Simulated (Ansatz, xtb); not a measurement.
Relative energy of two isomers of H2N2

Structure I is `[H]/N=N\[H]`, a singlet and structure II is `[N-]=[NH2+]`, a singlet. Both are isolated molecules in the gas phase, relaxed with B3LYP-D4/def2-TZVP.

I (Å):

```xyz
4

N    -2.1350    0.9102   -0.4609
N    -2.7757    1.3247    0.5077
H    -2.7308    0.7172   -1.2913
H    -3.7950    1.4056    0.3176
```

II (Å):

```xyz
4

N     0.0338   -0.5395   -1.2389
N     0.5246   -0.2051   -0.1876
H     0.9850    0.7194   -0.0241
H     0.5403   -0.8054    0.6686
```

Quicker runs give these differences E(II) − E(I): GFN2-xTB +100.9 kJ/mol; HF/STO-3G +42.5 kJ/mol (at GFN2-xTB geometries); r2SCAN-D4/def2-SVP +56.2 kJ/mol (at GFN2-xTB geometries).

Problem. Estimate E(II) − E(I) at the level CCSD(T)/def2-TZVPP.

Solution. Calculated at CCSD(T)/def2-TZVPP: E(II) − E(I) = +83.5 kJ/mol, so structure I lies lower.

How the difference moves with the method:

```
             level            geometry  E(II) − E(I) (kJ/mol)  departure from the last row (kJ/mol)  job, with rough time for the two
          GFN2-xTB            GFN2-xTB                  +100.9                                 +17.3              optimisation, 0.05 s
         HF/STO-3G            GFN2-xTB                   +42.5                                 −41.0              single point, 0.08 s
r2SCAN-D4/def2-SVP            GFN2-xTB                   +56.2                                 −27.3                 single point, 1 s
B3LYP-D4/def2-TZVP  B3LYP-D4/def2-TZVP                   +66.5                                 −17.0               optimisation, 6.5 s
     HF/def2-TZVPP  B3LYP-D4/def2-TZVP                   +53.6                                 −29.9           part of the CCSD(T) run
    MP2/def2-TZVPP  B3LYP-D4/def2-TZVP                   +92.5                                  +9.0           part of the CCSD(T) run
CCSD(T)/def2-TZVPP  B3LYP-D4/def2-TZVP                   +83.5                                                     single point, 2.8 s
```

As drawn, both hold the same kinds of bond in the same numbers.

The levels shown agree on the order. The largest departure from CCSD(T)/def2-TZVPP is that of HF/STO-3G, 41.0 kJ/mol.

With harmonic frequencies from B3LYP-D4/def2-TZVP (ideal gas, rigid rotor, one conformer each, 600 K, 1 atm): on the last row, ΔE + ΔZPE = +80.9, ΔH = +81.3, ΔG = +81.0 kJ/mol.

The T1 diagnostic of structure II is large, so the coupled-cluster value is less sure. The correlated steps freeze 2 core orbitals. Run with Ansatz 0.2.0, xtb 6.7.1; the last row on 1 thread of Arm Neoverse V2 on a shared host.
